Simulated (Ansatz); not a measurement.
**NHO (quintet): from Hartree-Fock to the top rungs, def2-QZVPP**

One table from this session's results is given with a row withheld; the runs are named, their logs left out.

Program: Ansatz 0.2.0, Gaussian basis. Level of theory: def2-QZVPP, core rule «outside noble gas», up to 2 orbitals frozen. These are calculated values, not measurements.

The runs, in order: UHF; ROHF; CCSD(T) on UHF.

2 further runs of the same task are left out: 2 set aside as unsound or not needed.

### The geometry

The geometry is a PBE0/def2-TZVP stationary point (not a proven minimum) of the parent state, kept for this charge and spin.

3 atoms, charge 0, spin multiplicity 5.

Atoms are counted from 1 here; the program's logs count them from 0.

Bond lengths: N1–O2 1.310 Å, O2–H3 0.972 Å. Angles: N1–O2–H3 109.0°.

The first run:

Contents of in.yaml:

```yaml
crystal:
  periodic: [false, false, false]
  atoms:
    - {symbol: N, position_ang: [0.000000, -0.059009, 0.726911]}
    - {symbol: O, position_ang: [0.000000, 0.100344, -0.573400]}
    - {symbol: H, position_ang: [0.000000, -0.772778, -0.999631]}
basis:
  gaussian: {orbitals: "def2-QZVPP.json"}
magnetization: {spin_polarized: true, initial_magnetization: 4}
hamiltonian: {xc: hf}
output: {orbitals: {seedname: orbitals}}
```

Command:

```console
$ ansatz run in.yaml --threads 1 --pin off --events-out ev --progress --plain --max-ram 2393MiB
```

Steps of the session up to this table: UHF; ROHF; CCSD(T) on UHF.

One of the session's tables, all rows but one given; the rest of the session is left out.

```
  method  from UCCSD(T) (kJ/mol)
    ROHF                 +1024.2
     UHF                  +985.8
    UMP2                  +101.8
   UCCSD                       ?
UCCSD(T)                       0
```

Q: Estimate the row for UCCSD from the others.

As computed: from UCCSD(T) (kJ/mol): +31.9. In the column «from UCCSD(T) (kJ/mol)» it lies between UCCSD(T) (0) and UMP2 (+101.8).
